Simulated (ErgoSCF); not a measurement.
# Two attempts at C3H3NS (thiazole)

Aim: the excited states of C3H3NS (thiazole) at BHandH/Ahlrichs VDZ (Cartesian functions).

The results are computed with ErgoSCF 3.8.

5 further runs of the same task are left out: 2 that didn't finish, 3 set aside as unsound or not needed.

## (1) The molecule

The species is C3H3NS (8 atoms), meant as a singlet with charge 0. As SMILES, `c1cscn1`. Geometry: relaxed at PBE0-D4/def2-TZVP.

Bond lengths: C1–C2 1.361 Å, C2–S3 1.704 Å, S3–C4 1.716 Å, C1–N5 1.363 Å, C4–N5 1.296 Å, C1–H6 1.082 Å, C2–H7 1.079 Å, C4–H8 1.082 Å. Some angles: C1–C2–S3 109.5°, C2–C1–N5 115.8°, C2–S3–C4 89.4°, S3–C4–N5 115.0°, C1–N5–C4 110.4°, C1–C2–H7 128.7°, S3–C2–H7 121.8°, C2–C1–H6 124.8°, N5–C1–H6 119.4°, S3–C4–H8 121.0°.

## (2) Try one

File geom.xyz:

```xyz
8

C     -0.315900     0.794600     0.466600
C      0.996500     0.480400     0.288700
S      1.117900    -0.982000    -0.578300
C     -0.594400    -1.067400    -0.640100
N     -1.212700    -0.085900    -0.061700
H     -0.675700     1.673200     0.985500
H      1.870300     1.021500     0.615600
H     -1.093800    -1.891400    -1.132100
```

Run with:

```bash
$ ergo -m geom.xyz -e 'set_nthreads("env")' -e 'lr.max_iterations = 30' -e 'tmpdir = "."' -e 'scf.use_diagonalization = 1' -e 'XC.type = "GC2"' -e 'scf.max_number_of_iterations = 1' -e 'basis = "Ahlrichs-VDZ"' -e 'scf.output_mulliken_pop = 1' -e 'use_6_d_functions = 1' -e 'get_excited_state "BHandH" 2'
```

The program printed:

```text
INMA ERGO version 3.8
INMA  max_iterations := 30
INMA  use_diagonalization := 1
INMA  type := GC2
INMA  max_number_of_iterations := 1
INMA  basis := Ahlrichs-VDZ
INMA Basis really set to Ahlrichs-VDZ
INMA  output_mulliken_pop := 1
INMA  use_6_d_functions := 1
INMA running BHandH
INDF      This is a DFT calculation of type: BHandH
INDF Weighted mixed functional:
INDF               HF exchange:    0.50000
INDF                       LYP:    1.00000
INDF                    Slater:    0.50000
INMA Running BHandH
INSC SCF_general constructor, number of basis functions: 55
INSC Min internuclear distance:      2.03808 a.u.  =      1.07851 Angstrom
INSC Max internuclear distance:      8.51957 a.u.  =      4.50836 Angstrom
INSC Euclidean norm of overlap matrix =          5.61238255272  (acc 1.49e-08)
INSC Euclidean norm of invCholFactor after truncation =         20.77517150994
INSC Beginning of SCF cycle 1
INDF Grid for charge 6: 42 radial points, 7680 total, r=21.435897
INDF Grid for charge 16: 47 radial points, 11362 total, r=22.228662
INDF Grid for charge 7: 42 radial points, 7752 total, r=21.435897
INDF Grid for charge 1: 37 radial points, 3746 total, r=20.545239
INDF Generating GC2 grid Radint = 5e-09 AngInt: [ 6 29 ]
INDF Grid pruned from 53392 to 48074 grid points.
INDF Electrons:  44.0001610   4e-06: xc energy -13.609484 (serial)
INSC nuclearEnergy, energy_2el, energy = 206.486930, 298.362077, -348.979689
INSC Energy   1 =       -348.97968929385
INSC maxabs FDS-SDF is     22.8
TISC Main SCF loop took      0.72 usr cpu s       0.01 sys cpu s       0.72 wall s
INSC SCF: dipole_moment_x [atomic units] =      11.97870940
INSC SCF: dipole_moment_y [atomic units] =     -11.74109524
INSC SCF: dipole_moment_z [atomic units] =      -6.88952574
INSC Sum of Mulliken charges (electrons):      44.0000000
INSC Mulliken charge of atom 0 =      -1.2000000
INSC Mulliken charge of atom 1 =      -1.2000000
INSC Mulliken charge of atom 2 =       5.6000000
INSC Mulliken charge of atom 3 =      -1.2000000
INSC Mulliken charge of atom 4 =      -0.2000000
INSC Mulliken charge of atom 5 =      -0.6000000
INSC Mulliken charge of atom 6 =      -0.6000000
INSC Mulliken charge of atom 7 =      -0.6000000
INSC Sum of Mulliken atomic charges:      -0.0000000
INDF Grid for charge 6: 54 radial points, 5556 total, r=8.572927
INDF Grid for charge 16: 59 radial points, 6814 total, r=8.114236
INDF Grid for charge 7: 54 radial points, 5388 total, r=7.289560
INDF Grid for charge 1: 38 radial points, 2896 total, r=7.767204
INDF Generating LMG grid Radint = 5e-09 AngInt: [ 6 29 ]
INDF Grid pruned from 37558 to 36511 grid points.
INLR Step  1: ssize:   4 |r|=         -nan shift=  0.052725
ERIN error in get_basis_func_pair_list
ERMA error in compute_J_by_boxes_nosymm
ERMA Error encountered: E[2]*x failed
```

It took 3.6 s on 1 thread of Intel Xeon 6975P-C (Granite Rapids), shared host; peak memory 0.26 GiB.

## (3) Diagnosis

The iterations ended before the threshold was met.

The log says `ERMA Error encountered: E[2]*x failed`. What is wrong: the iteration cap is too low for convergence. To mend it: raise the iteration cap from 1.

## (4) The mended input

File input.xyz:

```xyz
8

C     -0.315900     0.794600     0.466600
C      0.996500     0.480400     0.288700
S      1.117900    -0.982000    -0.578300
C     -0.594400    -1.067400    -0.640100
N     -1.212700    -0.085900    -0.061700
H     -0.675700     1.673200     0.985500
H      1.870300     1.021500     0.615600
H     -1.093800    -1.891400    -1.132100
```

Run with:

```bash
$ ergo -m input.xyz -e 'set_nthreads(1)' -e 'use_6_d_functions = 1' -e 'spin_polarization = 0' -e 'scf.use_diagonalization = 1' -e 'XC.type = "GC2"' -e 'tmpdir = "."' -e 'basis = "Ahlrichs-VDZ"' -e 'lr.max_iterations = 30' -e 'scf.max_number_of_iterations = 150' -e 'scf.output_mulliken_pop = 1' -e 'get_excited_state "BHandH" 2'
```

The program printed:

```text
[...]
INMA  use_6_d_functions := 1
[...]
INSC Energy   1 =       -348.97968929385
[...]
INDE E_LUMO =          0.00817519925
[...]
INSC Energy  18 =       -566.44168247026  ( diff      0.000000000000341 )
[...]
RESC CONVERGED after  18 iterations.
RESC FINAL ENERGY:       -566.44168247026
[...]
INSC SCF: dipole_moment_x [atomic units] =       0.68958544
INSC SCF: dipole_moment_y [atomic units] =       0.02162783
INSC SCF: dipole_moment_z [atomic units] =       0.01739965
[...]
```

The script printed:

```text
Step  1: ssize:   4 |r|=    0.0756027 shift=  0.215341
Step  2: ssize:   8 |r|=    0.0347767 shift=  0.209635
Step  3: ssize:  12 |r|=     0.020883 shift=  0.207416
Step  4: ssize:  16 |r|=   0.00583024 shift=  0.207033
Step  5: ssize:  20 |r|=   0.00202803 shift=  0.207003
Step  6: ssize:  24 |r|=   0.00505634 shift=  0.234738
Step  7: ssize:  26 |r|=     0.004603 shift=  0.234703
Step  8: ssize:  28 |r|=   0.00305537 shift=  0.234685
Step  9: ssize:  30 |r|=   0.00105813 shift=  0.234680
STATE 1 TRANSITION MOMENT:          0.000474067 ENERGY             5.632745 eV
STATE 2 TRANSITION MOMENT:             0.822084 ENERGY             6.385967 eV
STATE 1 TRANSITION MOMENT:            0.0568012 ENERGY             5.632745 eV
STATE 2 TRANSITION MOMENT:             0.248051 ENERGY             6.385967 eV
STATE 1 TRANSITION MOMENT:           -0.0956987 ENERGY             5.632745 eV
STATE 2 TRANSITION MOMENT:              0.15253 ENERGY             6.385967 eV
Eigenvalue  1:     0.206999544 Tran.Mom.:     0.111287248
Eigenvalue  2:     0.234679950 Tran.Mom.:      0.87213329
```

It took 28 s on 1 thread of Intel Xeon 6975P-C (Granite Rapids), shared host; peak memory 0.26 GiB.

The roots found:

```tsv
excited state	energy (eV)	strength
1	5.633	0.0017
2	6.386	0.1190
```

## (5) What came out

At BHandH/Ahlrichs VDZ (Cartesian functions):

```
                quantity          value
            total energy  -566.44168 Eh
           dipole moment         1.75 D
lowest excitation energy        5.63 eV
```

In words: The brightest of the 2 transitions from the ground state lies at 6.39 eV (194 nm, f = 0.119); the lowest, at 5.63 eV, has f = 0.002.
